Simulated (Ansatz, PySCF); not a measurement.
Dissociation curve of Na2, singlet.

Computed with: UKS-B3LYP/6-31G* = PySCF with unrestricted B3LYP/6-31G*, spherical d; UKS-PBE = unrestricted PBE/cc-pVQZ in Ansatz (a program for electronic structure); RMP2/3-21G = restricted MP2 (frozen core)/3-21G (PySCF).

Total energies in hartree (comparable only within one method and basis):

| R / Å | UKS-B3LYP/6-31G* | UKS-PBE | RMP2/3-21G |
|---|---|---|---|
| 2.49 | -324.57881 | -324.35547 | -321.71200 |
| 2.69 | -324.58394 | -324.36120 | -321.71851 |
| 2.80 | -324.58557 | -324.36307 | -321.72110 |
| 2.91 | -324.58652 | -324.36423 | -321.72300 |
| 2.97 | -324.58678 | -324.36459 | -321.72376 |
| 3.10 | -324.58681 | -324.36482 | -321.72482 |
| 3.19 | -324.58647 | -324.36460 | -321.72513 |
| 3.26 | -324.58604 | -324.36425 | -321.72514 |
| 3.40 | -324.58482 | -324.36316 | -321.72469 |
| 3.52 | -324.58347 | -324.36192 | -321.72386 |
| 3.83 | -324.57920 | -324.35790 | -321.72038 |
| 4.19 | -324.57363 | -324.35260 | -321.71499 |
| 4.62 | -324.56827 | -324.34697 | -321.70809 |
| 5.07 | -324.56465 | -324.34262 | -321.70142 |
| 5.63 | -324.56213 | -324.33928 | -321.69461 |
| 6.26 | -324.56079 | -324.33747 | -321.68904 |
| 6.89 | -324.56021 | -324.33677 | -321.68553 |
| 7.50 | -324.55997 | -324.33654 | -321.68390 |
| 8.47 | -324.55982 | -324.33645 | -321.68436 |
| 9.30 | -324.55978 | -324.33643 | -321.68708 |

The unrestricted determinant behind UKS-B3LYP/6-31G*, UKS-PBE is spin-contaminated at 4.19 to 9.30 Å (<S²> up to 1.0, against 0.00 for a pure singlet). The restricted form behind RMP2/3-21G keeps the bonding electrons paired and can't separate into open-shell fragments.
